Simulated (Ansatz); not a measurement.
Isolated molecules relaxed with PBE0-D4/def2-TZVP in Ansatz; ΔE leaves out vibrations. CBS: MP2 limit from def2 TZ/QZ plus the TZ coupled-cluster correction, frozen cores. Functionals use def2-TZVPP. One conformer a species, not always the lowest.

Reaction (formal exchange of groups at a C–O bond): `CCCOCF` + `CC=N` → `CC(=N)CF` + `CCCO`

```json
{"level": "PBE", "ΔE (kcal/mol)": "-5.0"}
{"level": "MP2/def2-TZVPP", "ΔE (kcal/mol)": "-6.0"}
```

Question: What does CCSD(T)/CBS give? (Best estimate.)

Answer: The calculation gave: -5.8 kcal/mol. The listed levels differ from it by 0.8, -0.2 kcal/mol.

Largest T1 diagnostic among the species: 0.012.

In def2-TZVPP, CCSD(T) changes the Hartree–Fock value by −1.2 kcal/mol (the triples alone add +0.1 kcal/mol) and MP2 by −2.2 kcal/mol.
